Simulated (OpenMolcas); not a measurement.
# triplet PF3, step by step

Aim: a single-point energy (UHF/STO-3G), then a single-point energy (CASSCF(2,2)/STO-3G), then the energy (CASPT2(2,2)/STO-3G), then a single-point energy (SC-NEVPT2(2,2)/STO-3G), then a single-point energy (MRCI(2,2)/STO-3G) of triplet PF3. 

The results are computed with OpenMolcas 26.06.

3 further runs of the same task are left out: 1 that didn't finish, 2 set aside as unsound or not needed.

## (1) The structure to begin with

PF3: 4 atoms, total charge 0, spin state triplet. SMILES of the parent species: `FP(F)F`. Geometry: relaxed at PBE0-D4/def2-TZVP. That shape belongs to the parent species and isn't relaxed for this state.

Bond lengths: F1–P2 1.572 Å, P2–F3 1.572 Å, P2–F4 1.572 Å. Angles: F1–P2–F3 97.6°, F1–P2–F4 97.6°, F3–P2–F4 97.6°.

## (2) A single-point energy at UHF/STO-3G (run 1)

Contents of step1.inp:

```
&GATEWAY
  BasLib=$CurrDir
  Coord
  4
  bohr
  F      1.57678748    -1.25326637     1.65256550
  P     -0.56219352     0.59450784     0.74133956
  F     -2.00670017    -1.31619425    -1.01459396
  F      0.99210622     1.97514175    -1.37950007
  Basis=STO-3G
  Group=NoSym

&SEWARD

&SCF
  UHF
  Spin=3
  Scramble=0.25
  PrOrbitals=1 1
```

The basis set STO-3G is read from a file made from the Basis Set Exchange's data (not shown).

Launch:

```bash
$ export MOLCAS_MEM=1860
$ pymolcas step1.inp > step1.log
```

What it wrote:

```text
--- Start Module: gateway ---
[...]
--- Stop Module: gateway /rc=_RC_ALL_IS_WELL_ ---
--- Start Module: seward ---
[...]
      Basis functions           24
--- Stop Module: seward /rc=_RC_ALL_IS_WELL_ ---
--- Start Module: scf ---
[...]
       Convergence after  25 Iterations
[...]
::    Total SCF energy                               -630.7062128962
[...]
      Total spin, S                                     1.0042049234
[...]
      Total electronic charge=   42.000000
      Total            charge=   -0.000000
[...]
      Dipole Moment (debye):
      Origin of the operator (angstrom)=   -0.0405    0.0428    0.0534
                   X= -1.0694E+00               Y=  7.5301E-01               Z=  1.0080E+00           Total=  1.6512E+00
      Quadrupole Moment (debye*angstrom):
[...]
--- Stop Module: scf /rc=_RC_ALL_IS_WELL_ ---
[...]
```

Wall time 2.2 s (1 thread of Arm Neoverse V1, shared host); peak memory 0.37 GiB.

## (3) A single-point energy at CASSCF(2,2)/STO-3G (run 2)

Contents of step2.inp:

```
* F3P CASSCF
>>> EXPORT MOLCAS_PRINT=2

&gateway
  baslib = $CurrDir
  coord
  4
  bohr
  F      1.57678748    -1.25326637     1.65256550
  P     -0.56219352     0.59450784     0.74133956
  F     -2.00670017    -1.31619425    -1.01459396
  F      0.99210622     1.97514175    -1.37950007
  basis = STO-3G
  group = NoSym

&seward

&rasscf
  fileorb = $CurrDir/step1.UnaOrb
  spin = 3
  nactel = 2 0 0
  inactive = 20
  ras2 = 2
  orblisting = Nothing
```

The basis set STO-3G is read from a file made from the Basis Set Exchange's data (not shown).

Launch:

```bash
$ export MOLCAS_MEM=1860
$ pymolcas step2.inp > step2.log
```

What it wrote:

```text
--- Start Module: gateway ---
[...]
--- Stop Module: gateway /rc=_RC_ALL_IS_WELL_ ---
--- Start Module: seward ---
[...]
      Basis functions           24
--- Stop Module: seward /rc=_RC_ALL_IS_WELL_ ---
--- Start Module: rasscf ---
[...]
      Number of active orbitals                  2
[...]
      Spin quantum number                      1.0
[...]
      Active orbitals                            2
[...]
      Number of CSFs                             1
[...]
      Number of root(s) required                 1
[...]
      Convergence after 12 iterations
[...]
      printout of CI-coefficients larger than  0.05 for root  1
      energy=    -630.703222
      conf/sym  11     Coeff  Weight
             1  uu   1.00000 1.00000
      Natural orbitals and occupation numbers for root  1
      sym 1:   1.000000   1.000000
      ************************************************************************************************************************
      *                                                    Final results                                                     *
[...]
::    RASSCF root number  1 Total energy:   -630.70322194
[...]
      Total electronic charge=   42.000000
      Total            charge=   -0.000000
[...]
      Dipole Moment (debye):
      Origin of the operator (angstrom)=   -0.0405    0.0428    0.0534
                   X= -1.1067E+00               Y=  6.2133E-01               Z=  8.7495E-01           Total=  1.5415E+00
      Quadrupole Moment (debye*angstrom):
[...]
--- Stop Module: rasscf /rc=_RC_ALL_IS_WELL_ ---
[...]
```

Wall time 1.9 s (1 thread of Arm Neoverse V1, shared host); peak memory 0.37 GiB.

## (4) A single-point energy at CASPT2(2,2)/STO-3G (run 3)

Contents of step3.input:

```
* F3P CASPT2

&GATEWAY
 BasLib=$CurrDir
 Coord
 4
 bohr
 F      1.57678748    -1.25326637     1.65256550
 P     -0.56219352     0.59450784     0.74133956
 F     -2.00670017    -1.31619425    -1.01459396
 F      0.99210622     1.97514175    -1.37950007
 Basis=STO-3G
 Group=NoSym

&SEWARD

&RASSCF
 FileOrb=$CurrDir/step2.RasOrb
 Spin=3
 Nactel=2 0 0
 Inactive=20
 Ras2=2
 OrbListing=Nothing

&CASPT2
 Imaginary=0.1
 Frozen=8
```

The basis set STO-3G is read from a file made from the Basis Set Exchange's data (not shown).

Launch:

```bash
$ export MOLCAS_MEM=1860
$ pymolcas step3.input > step3.log
```

What it wrote:

```text
--- Start Module: gateway ---
[...]
--- Stop Module: gateway /rc=_RC_ALL_IS_WELL_ ---
[...]
      Basis functions           24
[...]
--- Start Module: rasscf ---
[...]
      Number of active orbitals                  2
[...]
      Spin quantum number                      1.0
[...]
      Active orbitals                            2
[...]
      Number of CSFs                             1
[...]
      Number of root(s) required                 1
[...]
      Convergence after  4 iterations
[...]
      printout of CI-coefficients larger than  0.05 for root  1
      energy=    -630.703222
      conf/sym  11     Coeff  Weight
             1  uu   1.00000 1.00000
      Natural orbitals and occupation numbers for root  1
      sym 1:   1.000000   1.000000
      ************************************************************************************************************************
      *                                                    Final results                                                     *
[...]
::    RASSCF root number  1 Total energy:   -630.70322194
[...]
      Total electronic charge=   42.000000
      Total            charge=   -0.000000
[...]
      Dipole Moment (debye):
      Origin of the operator (angstrom)=   -0.0405    0.0428    0.0534
                   X= -1.1067E+00               Y=  6.2135E-01               Z=  8.7498E-01           Total=  1.5416E+00
      Quadrupole Moment (debye*angstrom):
[...]
--- Stop Module: rasscf /rc=_RC_ALL_IS_WELL_ ---
--- Start Module: caspt2 ---
[...]
 ###    WARNING: User changed nr of frozen orbitals.                         ###
 ###############################################################################
[...]
      E2 (Variational):          -0.0716174639
      Total energy:            -630.7748394077
[...]
      Reference weight:           0.96155
[...]
::    CASPT2 Root  1     Total energy:   -630.77483941
[...]
--- Stop Module: caspt2 /rc=_RC_ALL_IS_WELL_ ---
[...]
```

Wall time 1.9 s (1 thread of Arm Neoverse V1, shared host); peak memory 0.37 GiB.

## (5) The energy at SC-NEVPT2(2,2)/STO-3G (run 4)

Contents of step4.input:

```
&GATEWAY
 BasLib = $CurrDir
 Coord
 4
 bohr
 F      1.57678748    -1.25326637     1.65256550
 P     -0.56219352     0.59450784     0.74133956
 F     -2.00670017    -1.31619425    -1.01459396
 F      0.99210622     1.97514175    -1.37950007
 Basis = STO-3G
 Group = NoSym

&SEWARD

&RASSCF
 FileOrb = $CurrDir/step2.RasOrb
 Spin = 3
 Nactel = 2 0 0
 Inactive = 20
 Ras2 = 2
 OrbListing = Nothing

&CASPT2
 SC-NEVPT2
 Frozen = 8
```

The basis set STO-3G is read from a file made from the Basis Set Exchange's data (not shown).

Launch:

```bash
$ export MOLCAS_MEM=1860
$ pymolcas step4.input > step4.log
```

What it wrote:

```text
--- Start Module: gateway ---

                                              &GATEWAY

                       available to each process: 1.9 GB of memory, 1 thread

 Basis Set     1 Label: F.STO-3G
 Basis set is read from library:.
 basistype.tbl is not found

 Basis Set     2 Label: P.STO-3G
 Basis set is read from library:.
 basistype.tbl is not found

 Basis Set     3 Label: F.STO-3G
 Basis set is read from library:.
 basistype.tbl is not found

++    Symmetry information:
      ---------------------

                    Character Table for C1

                             E
                    a        1  x, y, xy, Rz, z, xz, Ry, yz, Rx, I
--

++    Basis set information:
      ----------------------

      Basis set label: F.STO-3G.........

[... 196 lines left out ...]
                                         RASSCF iterations: Energy and convergence statistics
[... 19 lines left out ...]
      printout of CI-coefficients larger than  0.05 for root  1
[... 4 lines left out ...]
      Natural orbitals and occupation numbers for root  1
[... 10 lines left out ...]
      RASSCF energy for state  1                   -630.70322194
[... 13 lines left out ...]
      Von Neumann Entropy (Root   1) =  1.00000
[... 57 lines left out ...]
      Spin density orbitals for root   1 are written to the SPDORB.1 file
[... 74 lines left out ...]
 Compute H0 matrices for state    1
[... 4 lines left out ...]
********************************************************************************
  NEVPT2 EQUATION SOLUTION
--------------------------------------------------------------------------------
 ###############################################################################
 ###    Location: AixRd                                                      ###
 ###    File: LUCIEX                                                         ###
 ###    Premature abort while reading buffer from disk                       ###
 ###    End of file reached                                                  ###
 ###############################################################################

--- Stop Module: caspt2 /rc=-6 ---

.########################.
.# Non-zero return code #.
.########################.

    Timing: Wall=1.56 User=1.21 System=0.34
```

It took 1.8 s on 1 thread of Arm Neoverse V1, shared host; peak memory 0.37 GiB.

The job broke off with an error.

## (6) The energy at MRCI(2,2)/STO-3G (run 5)

Contents of step5.inp:

```
* F3P MRCI

&gateway
  baslib = $CurrDir
  coord
  4
  bohr
  F      1.57678748    -1.25326637     1.65256550
  P     -0.56219352     0.59450784     0.74133956
  F     -2.00670017    -1.31619425    -1.01459396
  F      0.99210622     1.97514175    -1.37950007
  basis = STO-3G
  group = NoSym

&seward

&rasscf
  fileorb = $CurrDir/step2.RasOrb
  spin = 3
  nactel = 2 0 0
  inactive = 20
  ras2 = 2
  orblisting = Nothing

&motra
  lumorb
  frozen = 8

&guga
  electrons = 26
  spin = 3
  inactive = 12
  active = 2
  ciall = 1

&mrci
  sdci
```

The basis set STO-3G is read from a file made from the Basis Set Exchange's data (not shown).

Launch:

```bash
$ export MOLCAS_MEM=1860
$ pymolcas step5.inp > step5.log
```

What it wrote:

```text
--- Start Module: gateway ---
[...]
--- Stop Module: gateway /rc=_RC_ALL_IS_WELL_ ---
[...]
      Basis functions           24
[...]
      Number of active orbitals                  2
[...]
      Spin quantum number                      1.0
[...]
      Active orbitals                            2
[...]
      Number of CSFs                             1
[...]
      Number of root(s) required                 1
[...]
      Convergence after  4 iterations
[...]
      printout of CI-coefficients larger than  0.05 for root  1
      energy=    -630.703222
      conf/sym  11     Coeff  Weight
             1  uu   1.00000 1.00000
      Natural orbitals and occupation numbers for root  1
      sym 1:   1.000000   1.000000
      ************************************************************************************************************************
      *                                                    Final results                                                     *
[...]
::    RASSCF root number  1 Total energy:   -630.70322194
[...]
      Dipole Moment (debye):
      Origin of the operator (angstrom)=   -0.0405    0.0428    0.0534
                   X= -1.1067E+00               Y=  6.2135E-01               Z=  8.7498E-01           Total=  1.5416E+00
      Quadrupole Moment (debye*angstrom):
[...]
      *** WARNING: Default frozen orbitals is overwritten by user input.
      *** Default values:   8
[...]
--- Start Module: guga ---
[...]
--- Stop Module: guga /rc=_RC_ALL_IS_WELL_ ---
--- Start Module: mrci ---
[...]
       (But an ACPF correction will be computed)
       USE THE DEFAULT ACPF G-VALUE GFAC=   7.6923076923076927E-002
[...]
                      CI ENERGY:  -630.79593633
[...]
                ACPF CORRECTION:    -0.00951316
[...]
      Total electronic charge=   42.000000
      Total            charge=   -0.000000
[...]
     ACPF CORRECTION:     -0.00951316
[...]
  CI State   1     Total energy:   -630.79593633     QDav:     -0.01039480     QACPF:     -0.00951316
[...]
--- Stop Module: mrci /rc=_RC_ALL_IS_WELL_ ---
[...]
```

Wall time 2.5 s (1 thread of Arm Neoverse V1, shared host); peak memory 0.37 GiB.

## (7) Outcome

```
                                                 quantity                value
                          run 1, UHF/STO-3G: total energy        -630.70621 Eh
                         run 1, UHF/STO-3G: dipole moment               1.65 D
    run 1, UHF/STO-3G: HOMO energy (highest over α and β)              0.09 eV
     run 1, UHF/STO-3G: LUMO energy (lowest over α and β)              3.47 eV
                                  run 1, UHF/STO-3G: ⟨S²⟩                2.013
                  run 2, CASSCF(2,2)/STO-3G: total energy        -630.70322 Eh
run 2, CASSCF(2,2)/STO-3G: dipole moment (CASSCF density)               1.54 D
                  run 3, CASPT2(2,2)/STO-3G: total energy        -630.77484 Eh
run 3, CASPT2(2,2)/STO-3G: dipole moment (CASSCF density)               1.54 D
                    run 5, MRCI(2,2)/STO-3G: total energy        -630.79594 Eh
  run 5, MRCI(2,2)/STO-3G: dipole moment (CASSCF density)               1.54 D
                             run 4, SC-NEVPT2(2,2)/STO-3G  no result (crashed)
```

What this shows: Mulliken charges (run 1, UHF/STO-3G) run from -0.29 on F1 to +0.78 on P2; they depend strongly on the basis. Mulliken charges (run 3, CASPT2(2,2)/STO-3G) of the CASSCF density run from -0.30 on F1 to +0.77 on P2. 1 of the 5 runs did not end normally.
